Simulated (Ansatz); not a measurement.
Geometry optimisation, RKS B3LYP-D4/6-31G* in Ansatz.

input.yaml

```yaml
crystal:
  periodic: [false, false, false]
  atoms:
    - { symbol: "N", position_ang: [0.1745, -0.6408, -0.3297] }
    - { symbol: C, position_ang: [-0.1241, 0.5618, 0.3199] }
    - { symbol: O, position_ang: [-1.2652, 0.8977, 0.686] }
    - { symbol: H, position_ang: [-0.5796, -1.2023, -0.5312] }
    - { symbol: H, position_ang: [1.0517, -0.8687, -0.6688] }
    - { symbol: H, position_ang: [0.7849, 1.1882, 0.4777] }
basis:
  gaussian: { orbitals: "6-31G*" }
hamiltonian:
  xc: b3lyp
  dispersion: d4
relax:
  f_tol: 0.015
  max_steps: 40
```

Launched with:

```bash
$ ansatz run input.yaml --threads 1 --pin off --max-ram 2048MiB --backend cpu --events-out ev --progress --plain --runs-dir out
```

**Question.** Where does it end, and by what steps?

**Answer.** It converged. After 6 steps the energy has fallen by 0.181 eV; H4 moved furthest, 0.05 Å.

| step | energy less start (eV) | largest force component (eV/Å) | accepted |
| --- | --- | --- | --- |
| 0 | 0.0000 | 3.337 | yes |
| 1 | -0.1682 | 0.886 | yes |
| 2 | -0.1666 | 0.636 | no |
| 3 | -0.1800 | 0.204 | yes |
| 4 | -0.1809 | 0.112 | yes |
| 5 | -0.1809 | 0.064 | yes |
| 6 | -0.1811 | 0.003 | yes |

```xyz
6
Properties=species:S:1:pos:R:3
N 0.148 -0.608 -0.334
C -0.128 0.557 0.314
O -1.232 0.901 0.691
H -0.608 -1.247 -0.543
H 1.081 -0.838 -0.642
H 0.782 1.171 0.469
```

Whether the end is a true minimum wasn't checked by a vibrational analysis.

Run time: 24 s on 1 thread of Intel(R) Xeon(R) Processor @ 2.50GHz (Skylake/Cascade Lake) (shared host), peak memory 0.13 GiB.
